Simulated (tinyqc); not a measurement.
Worked calculation: extended Hueckel theory, for CH4. One step of it, computed by the program tinyqc.

Task: Mulliken analysis. P = C n C^T; charge = valence electrons (C 4, H 1) minus the sum of (P S)_ii on the atom; overlap population = 2 sum P_ij S_ij between two atoms.

coefficients:
```
             MO1        MO2        MO3        MO4        MO5        MO6        MO7        MO8
1C 2s   0.581368   0.000000   0.000000   0.000000   0.000000   0.000000   0.000000   1.731551
1C 2px  0.000000  -0.244656  -0.384967   0.331350  -0.350952   0.944110   0.576794   0.000000
1C 2py  0.000000   0.474339  -0.304692  -0.003761   1.043631   0.483367  -0.156186   0.000000
1C 2pz  0.000000   0.181644   0.277150   0.456117   0.367246  -0.471397   0.995046   0.000000
2H 1s   0.189576   0.216270  -0.216891   0.412060  -0.583284  -0.526137  -0.779044  -0.725972
3H 1s   0.189576  -0.473543  -0.187929  -0.063623   0.969546  -0.512963   0.144217  -0.725972
4H 1s   0.189576   0.282531  -0.103514  -0.416016  -0.565350  -0.005863   0.950944  -0.725972
5H 1s   0.189576  -0.025258   0.508334   0.067578   0.179088   1.044962  -0.316117  -0.725972
```

occupations: 2.000000  2.000000  2.000000  2.000000  0.000000  0.000000  0.000000  0.000000

overlap S, lower triangle:
```
           1C 2s     1C 2px     1C 2py     1C 2pz     2H 1s     3H 1s     4H 1s     5H 1s
1C 2s   1.000000
1C 2px  0.000000   1.000000
1C 2py  0.000000   0.000000   1.000000
1C 2pz  0.000000   0.000000   0.000000   1.000000
2H 1s   0.509279   0.289529   0.289529   0.289529  1.000000
3H 1s   0.509279   0.289529  -0.289529  -0.289529  0.160510  1.000000
4H 1s   0.509279  -0.289529   0.289529  -0.289529  0.160510  0.160510  1.000000
5H 1s   0.509279  -0.289529  -0.289529   0.289529  0.160510  0.160510  0.160510  1.000000
```

Give: charges; Overlap populations.

Result:

charges: 1C -0.1934, 2H 0.0483, 3H 0.0483, 4H 0.0483, 5H 0.0483

Overlap populations:
```
pair      value
2-1    0.805150
3-1    0.805150
3-2   -0.033341
4-1    0.805150
4-2   -0.033341
4-3   -0.033341
5-1    0.805150
5-2   -0.033341
5-3   -0.033341
5-4   -0.033341
```
